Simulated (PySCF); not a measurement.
**Unknown compound**

The spectra below were simulated for a compound C$_{3}$H$_{2}$O$_{3}$.

$^{1}$H NMR (600 MHz, computed): δ 7.09 (s, 2H).

$^{13}$C{$^{1}$H} NMR (computed): δ 160.7 (C), 140.4 (CH).

[PySCF: PBE0-D3(BJ)/def2-TZVP structure; shieldings: GIAO PBE0/pcSseg-2; non-relativistic; a single conformation; gas phase; one averaged value for each set of equivalent atoms]

δ = σ(ref) − σ, references computed at the same level: TMS for $^{1}$H (σref 31.52) and $^{13}$C (σref 186.03).

Task: What is the structure?

Result: 
- The formula gives 3 degrees of unsaturation (1 ring in the answer).
- 2 carbon signals for 3 carbons: some carbons are equivalent by symmetry or fast rotation.
- Carbon types of the structure: 1 × C, 2 × CH, which accounts for all hydrogens.
- δC 160.7: ring carbonyl carbon.
- δC 140.4: unsaturated ring CH.
- δH 7.09: hydrogen on a unsaturated ring CH.

The compound is SMILES O=c1occo1.

The shifts were computed for this structure.

Shifts are as computed. Against solution values, carbons near 30 ppm lie about +3 ppm off and those near 130 ppm about +9 ppm. Of 1211 compounds with measured shifts, 218 miss one by over three times the rms of a fit or turn the order of signals round; such compounds aren't used in these exercises.
